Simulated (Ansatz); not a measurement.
The input, for Ansatz 0.2.0:

```yaml
crystal:
  periodic: [false, false, false]
  atoms:
    - {symbol: Al, position_ang: [0.000000, -0.007186, -0.113827]}
    - {symbol: H, position_ang: [0.000000, 1.099131, 1.692270]}
    - {symbol: H, position_ang: [0.000000, -0.906765, 1.354764]}
basis:
  gaussian: {orbitals: cc-pVTZ-DK}
total_charge: 1
magnetization: {spin_polarized: true, initial_magnetization: 2}
hamiltonian: {xc: {name: PBE0}}
correlation: {method: ccsd, electrons: valence}
scf: {lower_state_search: light}
```

```sh
$ ansatz run in.yaml --threads 1 --pin off --events-out ev --progress --plain --max-ram 2393MiB
```

The program prints:

```
366 factors; integrals over basis functions are off by at most 1.0e-3 eV
mean field evaluation 1: about -6625.5700 eV, gradient 8.1e0 eV
mean field evaluation 2: about -6625.5643 eV, gradient 8.1e0 eV
mean field evaluation 4: about -6626.4022 eV, gradient 7.5e-1 eV
mean field evaluation 8: about -6626.4104 eV, gradient 1.6e-2 eV
mean field evaluation 16: about -6626.4104 eV, gradient 9.8e-6 eV
mean field -6626.41039210 eV, -243.5160903672 hartree, gradient 9.8e-6 eV, S^2 2.015158; 0 other end points of the search recorded, 0 dependent functions left out
5 core orbitals not correlated: weight in the atoms' cores, before any rotation towards them, 1.000 or more for the frozen orbitals, at most 0.000 for the correlated occupied ones
reference -6615.70503480 eV, -243.1226757430 hartree; 3, 1 occupied and 54, 56 virtual orbitals, 366 factors
second order -1.17016345 eV of doubles, -0.09117100 eV of singles
cycle   1  -1.47989357 eV  change   -2.2e-1 eV  update   4.6e-2
cycle   2  -1.60583682 eV  change   -1.3e-1 eV  update   2.2e-2
cycle   3  -1.61593282 eV  change   -1.0e-2 eV  update   7.9e-3
cycle   4  -1.61988463 eV  change   -4.0e-3 eV  update   3.0e-3
cycle   5  -1.62008910 eV  change   -2.0e-4 eV  update   1.5e-3
cycle   6  -1.62025123 eV  change   -1.6e-4 eV  update   6.6e-4
cycle   7  -1.62043901 eV  change   -1.9e-4 eV  update   2.5e-4
cycle   8  -1.62041140 eV  change    2.8e-5 eV  update   8.1e-5
cycle   9  -1.62040096 eV  change    1.0e-5 eV  update   2.9e-5
cycle  10  -1.62040778 eV  change   -6.8e-6 eV  update   1.0e-5
cycle  11  -1.62040769 eV  change    9.0e-8 eV  update   4.1e-6
Total energy: -6617.32544249 eV, -243.1822246273 hartree
Relativity: scalar
```

Ran on 1 thread of Intel Xeon Platinum 8259CL, shared host: 1.8 s wall, 0.17 GiB peak host memory.
